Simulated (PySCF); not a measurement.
CH3O, SMILES C=[OH+], charge +1. Atoms are numbered in the order given.

```xyz
5

C     -0.0341    -0.6279     0.0000
O      0.1320     0.6149     0.0000
H      0.8862    -1.2280     0.0000
H     -1.0372    -1.0817     0.0000
H     -0.7009     1.1580     0.0000
```
Charge +1, spin multiplicity 1.

Geometry: PBE-D3(BJ)/def2-TZVP. The isomer is the one that the SMILES or the coordinates give; other isomers of the formula were not compared.

The numbers are results of PBE0/pcSseg-2 (PySCF), not measurements.

GIAO shieldings, no solvent; atoms listed in one row are averaged. δ = σ(ref) − σ: ¹³C against TMS (σ = 186.1 ppm); ¹⁷O against H2O (σ = 327.8 ppm); ¹H against TMS (σ = 31.54 ppm), references at their B3LYP-D3(BJ)/def2-TZVP geometries, non-relativistic.

```csv
nucleus,atoms,count,δ (ppm)
¹³C,C1,1,253.4
¹⁷O,O2,1,421.2
¹H,H5,1,14.10
¹H,H3,1,10.32
¹H,H4,1,10.03
```
